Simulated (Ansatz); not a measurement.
Basis-set extrapolation for C4H7FS, SMILES `C/C=C(\F)SC` (PBE0-D4/def2-TZVP geometry, frozen core, Ansatz 0.2.0). Multiplicity 1, RHF reference.

```
                      def2-TZVPP   def2-QZVPP
                 HF  -652.603270  -652.626006
    MP2 correlation    -1.093217    -1.175946
CCSD(T) correlation    -1.190753      not run
```

Energies in hartree. Use E(X) = E(∞) + A·exp(−7.88·√X) for Hartree–Fock and E(X) = E(∞) + B·X^(−2.97) for correlation, with X = 3 and 4, and add CCSD(T) minus MP2 of the smaller set to the MP2 limit.

Problem. What is the CCSD(T) energy at the basis-set limit?

Solution. HF limit: -652.626006 + (-0.022736) × 0.13774 = -652.62914. MP2 limit: -1.175946 + (-0.082729) × 0.74074 = -1.23723. Higher-order term: -1.190753 − (-1.093217) = -0.09754. Total: -653.96391 hartree, 446.0 kJ/mol below CCSD(T)/def2-TZVPP.
